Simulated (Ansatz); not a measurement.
We consider diamond-structure Si, described by B3LYP (VWN-RPA form) in Ansatz (plane waves, PAW).

Numerical settings: plane-wave cutoff 460 eV, 8×8×8 k mesh, Fermi–Dirac smearing 0.01 eV, scalar-relativistic PAW data made under PBE.

A third-order Birch–Murnaghan fit to the energies gives V0 = 20.637 Å³/atom, B0 = 89.5 GPa, B′ = 4.3.

```
V (Å³/atom)  P (GPa)
-----------  -------
19.582          5.25
20.155           [?]
20.613          0.10
21.128         -2.00
21.643           [?]
```

Q: Estimate the withheld pressures from this fit; the answers are the runs' own values.

A: 
- 20.155, P (GPa): 2.23
- 21.643, P (GPa): -3.84

The formula P = (3/2) B0 (x^(7/3) − x^(5/3)) [1 + (3/4)(B′ − 4)(x^(2/3) − 1)] with x = V0/V meets the computed pressures within 0.01 GPa when these rounded values are put in.

Measured, for comparison: bulk modulus 101 GPa (0 K value with zero-point phonon effects removed; as tabulated in Sun et al. (2011), doi:10.1103/physrevb.84.035117); equilibrium volume per atom 19.91 Å³/atom (static lattice: zero-point anharmonic expansion removed; as tabulated in Mejia-Rodriguez and Trickey (2018), arXiv:1807.09216). Computed (rounded) less measured: bulk modulus -11 %, equilibrium volume per atom +3.7 %.

Static lattice: no zero-point or thermal effects.

Ansatz is a first-principles code.
